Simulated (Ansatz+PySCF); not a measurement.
Results of a calculation; reference values are marked as such.
## Ansatz (development build ahead of 0.2.0) run

```yaml
crystal:
  periodic: [false, false, false]
  atoms:
    - { symbol: C, position_ang: [0.0, 0.0, -0.54864] }
    - { symbol: O, position_ang: [0.0, 0.0, 0.8439] }
    - { symbol: H, position_ang: [0.0, -1.11298, -1.15312] }
    - { symbol: H, position_ang: [-0.96387, 0.55649, -1.15312] }
    - { symbol: H, position_ang: [0.96387, 0.55649, -1.15312] }
basis:
  gaussian: { orbitals: def2-SVP }
total_charge: -1
magnetization:
  spin_polarized: true
hamiltonian:
  xc: hf
correlation:
  method: mp2
  frozen_orbitals: { C: 1, H: 0, O: 1 }
scf:
  omitted_lower_state_checks: [stability, starts, atomic_configurations, cluster_reference, orbital_swaps, given_window_search, neighbouring_geometries, increment]
```

The input is written out in the form of the current development build from the run's settings.

Output:

* Converged: yes
* Reference energy: -114.26967 hartree
* Correlation energy: -0.35023 hartree
* Total energy: -114.61990 hartree
* Spin squared of the determinant: 0.000
* Occupied orbitals by symmetry in an Abelian subgroup (alpha; beta): 7 A' 2 A''; 7 A' 2 A''

Caution: no diffuse functions for an anion.
